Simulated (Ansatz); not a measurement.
This geometry of BH4Si (6 atoms, charge 1, multiplicity 1) is a first-order saddle point.

These are results of RKS revPBE/def2-TZVP in Ansatz 0.2.0, not measurements.

```xyz
6
Properties=species:S:1:pos:R:3
B -0.219 -1.125 -0.002
Si 0.183 0.937 0.002
H -0.854 -1.544 -0.921
H 0.212 -1.757 0.912
H -0.283 1.867 -1.066
H 0.962 1.621 1.074
```

(1) Which two structures does it join? (They come from a converged band through this point; their orientation in space is the band's.)

(2) How far does it lie above each of them?

## Answers

(1) No bond is made or broken. The dihedral H3–B1–Si2–H5 goes from -90 to 90°. The two ends are copies of one structure, up to a mirror image or an exchange of like atoms.

Initial state:

```xyz
6
Properties=species:S:1:pos:R:3
B -0.120 -1.068 -0.029
Si 0.102 0.920 0.025
H -1.223 -1.526 -0.140
H 0.856 -1.761 0.050
H 0.312 1.739 -1.204
H 0.072 1.697 1.298
```

Final state:

```xyz
6
Properties=species:S:1:pos:R:3
B -0.123 -1.069 -0.029
Si 0.109 0.918 0.024
H 0.850 -1.769 0.012
H -1.235 -1.515 -0.099
H 0.284 1.743 -1.207
H 0.115 1.691 1.299
```

(2) 32.7 kJ/mol above the first and 32.7 kJ/mol above the second. This is the barrier of this one path; another mechanism may lie lower.

Time of the run: 28 s on 2 threads of Intel(R) Xeon(R) Platinum 8488C (Sapphire Rapids) (shared host), peak memory 0.15 GiB.
